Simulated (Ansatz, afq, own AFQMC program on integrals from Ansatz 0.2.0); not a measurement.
Integrals from Ansatz 0.2.0, then the random walk in our own AFQMC program (afq).

```yaml
crystal:
  periodic: [false, false, false]
  atoms:
    - {symbol: N, position_ang: [0.000000, 0.079164, 0.632274]}
    - {symbol: C, position_ang: [0.000000, -0.149608, -0.623475]}
    - {symbol: H, position_ang: [0.000000, 0.682652, -1.356932]}
basis:
  gaussian: {orbitals: cc-pVDZ}
magnetization: {spin_polarized: false, initial_magnetization: 4}
correlation: {method: ccsd_t, electrons: outside_noble_gas, hamiltonian_folder: ham}
```

```sh
$ ansatz run in.yaml --threads 1 --pin off --events-out ev --progress --plain --max-ram 24576MiB --backend cuda --devices 0, --max-vram 18GiB
```

Options of the walk:

```
--method phaseless --trial cisd --walkers 4000 --populations 20 --least-time 60 --time-step 0.005 --steps-per-block 50 --equilibration-blocks 28 --max-blocks 4000 --target-error 0.00019 --factor-cut 1e-05 --start spin_pure --seed 8415 --release-times 0.24,0.51,0.99,1.62,2.4 --release-step 0.03 --release-every 3 --taylor-order 6
```

Times are imaginary, in 1/Eh. The walk had a cap of 122 s. With eight or more populations the least sampling time is a fifth of least-time, and the error comes from their spread.

afq prints:

```
orbitals 31  electrons 7 3  factors 234 of 313
reference energy -92.64035074 Eh
CCSD correlation -0.20573715 Eh in 13 cycles, weight of the determinant in the CISD state 0.9215
energy of the start -92.846090 Eh
 block  time / (1/Eh)  mean weight  energy / Eh
     1     0.250  1.0003  -92.844550
     2     0.500  0.9999  -92.846461
     3     0.750  1.0000  -92.847913
     4     1.000  0.9997  -92.848611
     5     1.250  0.9999  -92.849687
     8     2.000  1.0000  -92.850598
    11     2.750  1.0000  -92.850362
    17     4.250  1.0003  -92.849866
    23     5.750  1.0001  -92.850559
    29     7.250  1.0000  -92.850165
    35     8.750  0.9998  -92.850378
    41    10.250  0.9996  -92.850208
    47    11.750  0.9999  -92.850368
    53    13.250  1.0000  -92.850315
    59    14.750  0.9999  -92.850465
    65    16.250  1.0000  -92.850427
    71    17.750  1.0003  -92.850514
    77    19.250  0.9999  -92.850248
    83    20.750  1.0002  -92.850070
    89    22.250  1.0002  -92.850367
    91    22.750  1.0000  -92.849836
    95    23.750  0.9998  -92.851115
    97    24.250  1.0001  -92.850542
error from the spread of 20 populations
released: time / (1/Eh)  energy / Eh  error  mean overlap
  0.24  -92.850408  0.000054  0.9994
  0.51  -92.850487  0.000047  0.9978
  0.99  -92.850424  0.000063  0.9972
  1.62  -92.850753  0.000258  0.9947
  2.40  -92.850574  0.000057  0.9868
energy -92.850330 +/- 0.000057 Eh
(rows thinned)
```

The run passed its tests (sampling time, drift between the halves within three errors, error under three times the target), which doesn't prove that it has relaxed.

Against this walk (error 1.6 meV) on the same determinant: CCSD(T) 18.9 meV higher, CCSDT(Q) 3.6 meV lower. The error is statistical and leaves out the bias of the constraint. The released energies have errors that jump between times, so the bars are unsure (meV from the phaseless value at times in 1/Eh: -2.1 ± 1.5 at 0.24, -4.3 ± 1.3 at 0.51, -2.5 ± 1.7 at 0.99, -11 ± 7 at 1.62, -6.6 ± 1.6 at 2.40), so they give no level; they do show a bias of the constraint, and the last of them that isn't too noisy lies 3 meV below CCSDT(Q).

Cautions: constraint bias not in the error; another spin lies lower (by 8.16 eV).

The walk took 63 s on 1 × NVIDIA H100 80GB HBM3 with 2 threads of AMD EPYC 7R13 Processor (Zen 3) (shared host) (the card was shared). The log's last line is the phaseless energy.

CCSDT and higher add their correlation energy to the determinant of the CCSD(T) run, since their own runs factorise the integrals more tightly (a shift of under 2 meV). A walk keeps the symmetry of its determinant, which the program's search chose and which needn't be the lowest solution, so a lower state of the same spin and another symmetry isn't excluded.
